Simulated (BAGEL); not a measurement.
# AlH2O2 (SMILES [OH][Al][OH]): UHF/STO-3G (density fitting with qzvpp-jkfit)

What is the vertical ionisation energy of AlH2O2 at UHF/STO-3G (density fitting with qzvpp-jkfit)? 

The results are computed with BAGEL 1.2.2.

4 further runs of the same task are left out: 3 that didn't finish, 1 set aside as unsound or not needed.

**1. The structure to begin with**

AlH2O2: 5 atoms, total charge 0, spin state doublet. SMILES: `[OH][Al][OH]`. Geometry: relaxed at PBE0-D4/def2-TZVP. This is one conformer, not always the lowest.

Bond lengths: O1–Al2 1.696 Å, Al2–O3 1.703 Å, O1–H4 0.958 Å, O3–H5 0.956 Å. Angles: O1–Al2–O3 119.0°, Al2–O1–H4 122.5°, Al2–O3–H5 123.1°.

**2. A single-point energy at UHF/STO-3G (density fitting with qzvpp-jkfit)**

Input file calc.json:

```json
{ "bagel" : [

{
  "title" : "molecule",
  "basis" : "sto-3g",
  "df_basis" : "qzvpp-jkfit",
  "angstrom" : true,
  "geometry" : [
    { "atom" : "O", "xyz" : [   -1.573500,   -0.324600,   -0.237500 ] },
    { "atom" : "Al", "xyz" : [    0.018500,   -0.825100,    0.065000 ] },
    { "atom" : "O", "xyz" : [    1.249400,    0.348300,    0.160000 ] },
    { "atom" : "H", "xyz" : [   -1.809700,    0.595800,   -0.359200 ] },
    { "atom" : "H", "xyz" : [    2.165100,    0.131800,    0.330400 ] }
  ]
},
{ "title" : "uhf", "nopen" : 1 },
{ "title" : "print", "file" : "orbitals.molden", "orbitals" : true }

]}
```

Started as:

```bash
BAGEL_NUM_THREADS=1 BAGEL calc.json > calc.out
```

The log of the run:

```text
* using 1 threads per process

  ===============================================================
  ===============================================================

  *** Geometry ***

  { "atom" : "O", "xyz" : [     -2.973484,     -0.613405,     -0.448810 ] },
  { "atom" : "Al", "xyz" : [      0.034960,     -1.559213,      0.122832 ] },
  { "atom" : "O", "xyz" : [      2.361024,      0.658192,      0.302356 ] },
  { "atom" : "H", "xyz" : [     -3.419837,      1.125899,     -0.678790 ] },
  { "atom" : "H", "xyz" : [      4.091446,      0.249066,      0.624366 ] },

  Number of auxiliary basis functions:      318

  Since a DF basis is specified, we compute 2- and 3-index integrals:
    o Being stored without compression. Storage requirement is 0.001 GB

  Number of basis functions:       21
  Number of electrons      :       31

    * METHOD: MOLECULE                             0.06

  *** Open-shell HF ***

  === Nuclear Repulsion ===
    93.6023705973

      * DIIS with orbital gradients will be used.

  === UHF iteration (sto-3g) ===
      0       -387.71677540          0.05546460           0.01
      1       -387.83826555          0.01534651           0.01
      2       -387.84880927          0.00428859           0.01
      3       -387.84996575          0.00119206           0.01
      4       -387.85033599          0.00029916           0.01
      5       -387.85038108          0.00009351           0.01
      6       -387.85038790          0.00005050           0.01
      7       -387.85038999          0.00002235           0.01
      8       -387.85039035          0.00000328           0.01
      9       -387.85039037          0.00000184           0.01
     10       -387.85039038          0.00000083           0.01
     11       -387.85039038          0.00000029           0.01
     12       -387.85039038          0.00000007           0.01
     13       -387.85039038          0.00000003           0.01
     14       -387.85039038          0.00000001           0.01
    * SCF iteration converged.

    * S^2 (UHF) is 0.7558

    * Permanent dipole moment:
           (   -0.573750,     0.620448,    -0.148627) a.u.

    * METHOD: UHF                                  0.14

    * METHOD: PRINT                                0.00

  ===============================================================
```

It took 0.48 s on 1 thread of Intel Xeon Platinum 8488C (Sapphire Rapids), shared host; peak memory 0.08 GiB.

**3. The singlet cation**

Input file calc.json:

```json
{ "bagel" : [

{
  "title" : "molecule",
  "basis" : "sto-3g",
  "df_basis" : "qzvpp-jkfit",
  "angstrom" : "true",
  "geometry" : [
    { "atom" : "O", "xyz" : [      -1.573500,      -0.324600,      -0.237500 ] },
    { "atom" : "Al", "xyz" : [       0.018500,      -0.825100,       0.065000 ] },
    { "atom" : "O", "xyz" : [       1.249400,       0.348300,       0.160000 ] },
    { "atom" : "H", "xyz" : [      -1.809700,       0.595800,      -0.359200 ] },
    { "atom" : "H", "xyz" : [       2.165100,       0.131800,       0.330400 ] }
  ]
},

{ "title" : "hf", "charge" : 1 },

{ "title" : "print", "file" : "orbitals.molden", "orbitals" : "true" }

]}
```

Started as:

```bash
BAGEL_NUM_THREADS=1 BAGEL calc.json > calc.out
```

The log of the run:

```text
* using 1 threads per process

  ===============================================================
  ===============================================================

  *** Geometry ***

  { "atom" : "O", "xyz" : [     -2.973484,     -0.613405,     -0.448810 ] },
  { "atom" : "Al", "xyz" : [      0.034960,     -1.559213,      0.122832 ] },
  { "atom" : "O", "xyz" : [      2.361024,      0.658192,      0.302356 ] },
  { "atom" : "H", "xyz" : [     -3.419837,      1.125899,     -0.678790 ] },
  { "atom" : "H", "xyz" : [      4.091446,      0.249066,      0.624366 ] },

  Number of auxiliary basis functions:      318

  Since a DF basis is specified, we compute 2- and 3-index integrals:
    o Being stored without compression. Storage requirement is 0.001 GB

  Number of basis functions:       21
  Number of electrons      :       31

    * METHOD: MOLECULE                             0.06

  *** RHF ***

  === Nuclear Repulsion ===
    93.6023705973

      * DIIS with orbital gradients will be used.

  === RHF iteration (sto-3g) ===
      0       -387.57990883          0.02784653           0.00
      1       -387.67468528          0.01260713           0.00
      2       -387.69256881          0.00154297           0.00
      3       -387.69302510          0.00058618           0.00
      4       -387.69309546          0.00016621           0.00
      5       -387.69310947          0.00006244           0.00
      6       -387.69311177          0.00001287           0.00
      7       -387.69311184          0.00000459           0.00
      8       -387.69311185          0.00000140           0.00
      9       -387.69311185          0.00000058           0.00
     10       -387.69311185          0.00000020           0.00
     11       -387.69311185          0.00000007           0.00
     12       -387.69311185          0.00000003           0.00
     13       -387.69311185          0.00000001           0.00
    * SCF iteration converged.

    * Permanent dipole moment:
           (   -1.015599,     1.543207,    -0.302824) a.u.

    * METHOD: HF                                   0.09

    * METHOD: PRINT                                0.00

  ===============================================================
```

Run time: 0.42 s. Hardware: 1 thread of Intel Xeon Platinum 8488C (Sapphire Rapids), shared host; peak memory 0.08 GiB.

**4. Summary of results**

At UHF/STO-3G (density fitting with qzvpp-jkfit):

| quantity | value |
| --- | --- |
| doublet AlH2O2: total energy | -387.85039 Eh |
| doublet AlH2O2: dipole moment | 2.18 D |
| doublet AlH2O2: ⟨S²⟩ | 0.756 |
| singlet cation: total energy | -387.69311 Eh |
| singlet cation: HOMO energy | -15.74 eV |
| singlet cation: LUMO energy | -3.66 eV |
| singlet cation: HOMO–LUMO gap | 12.08 eV |
| vertical ionisation energy (to the singlet cation) | 4.280 eV |

In words: The vertical ionisation energy comes to 4.28 eV (99 kcal/mol). Only the singlet of the ionised species was computed; a triplet could lie lower. In a minimal basis such a difference can be off by several eV, whatever the method.
